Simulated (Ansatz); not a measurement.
Working through a short molecular-dynamics run of AlFH3N, SMILES [NH2][AlH][F]

Computed with the Ansatz DFT code, driven from Python.

Interactive session:
```pycon
>>> import ansatz as az
>>> import numpy as np
>>> geometry_ang = [
...     ('N', (-0.9141, 0.0584, -0.6231)),
...     ('Al', (0.4602, -0.2281, 0.5923)),
...     ('F', (1.0814, -1.8912, 0.7784)),
...     ('H', (-1.0656, 1.1432, -0.6279)),
...     ('H', (-0.6014, -0.1421, -1.6039)),
...     ('H', (1.0815, 0.9958, 1.438)),
... ]
>>> molecule = az.Crystal.molecule()
>>> for symbol, xyz in geometry_ang:
...     molecule = molecule.atom(symbol, xyz)
...
>>> setup = (
...     molecule.calculation()
...     .basis(gaussian='def2-SVP')
...     .functional('b3lyp')
...     .md('nvt_nose_hoover', timestep=0.25, steps=20, temperature=800, initial_velocities='maxwell_boltzmann', seed=90, thermostat_time=10)
... )
>>> frames = []
>>> setup.session().plan().execute(on_event=lambda e: frames.append(e['data']) if e['event'] == 'md_step' else None)
<ansatz.RunOutcome object at 0x...>
>>> print('t (fs)   E_pot (eV)      E_kin (eV)   T (K)   d(0-1) (A)')
t (fs)   E_pot (eV)      E_kin (eV)   T (K)   d(0-1) (A)
>>> for f in frames[::2]:
...     xyz = np.array(f['positions_ang'])
...     print(f'{f["time_fs"]:6.2f} {f["lagrangian_ev"]:14.5f} {f["e_kin_ev"]:10.5f} {f["temperature_k"]:8.1f} {np.linalg.norm(xyz[0] - xyz[1]):9.4f}')
...
  0.00   -10850.09118    0.41363    800.0    1.8569
  0.50   -10850.11206    0.43448    840.3    1.8550
  1.00   -10850.14270    0.46492    899.2    1.8530
  1.50   -10850.17875    0.50040    967.8    1.8511
  2.00   -10850.21335    0.53385   1032.5    1.8492
  2.50   -10850.23885    0.55736   1078.0    1.8472
  3.00   -10850.24953    0.56508   1092.9    1.8452
  3.50   -10850.24497    0.55662   1076.5    1.8431
  4.00   -10850.23197    0.53889   1042.3    1.8408
  4.50   -10850.22268    0.52410   1013.6    1.8383
  5.00   -10850.22837    0.52340   1012.3    1.8356
>>> kept = np.array([f['conserved_ev'] for f in frames])
>>> print(f'conserved energy moves by at most {1000 * np.ptp(kept):.3f} meV')
conserved energy moves by at most 0.565 meV
```

Total energies depend on the basis set; only differences at equal settings carry meaning. The trajectory is only some femtoseconds long, so its temperature is not equilibrated; where the script doesn't relax first, it starts from a rough generated geometry. b3lyp holds the VWN-RPA fit, as in Gaussian; the form of ORCA and Turbomole is b3lyp5. The temperature counts the internal degrees of freedom alone. Wall time of the script: 15 s on 1 thread of Intel(R) Xeon(R) 6975P-C (Granite Rapids), with other jobs on the host, peak memory 0.19 GiB.

(Lines on the test bed's own set-up are left out of the output.)
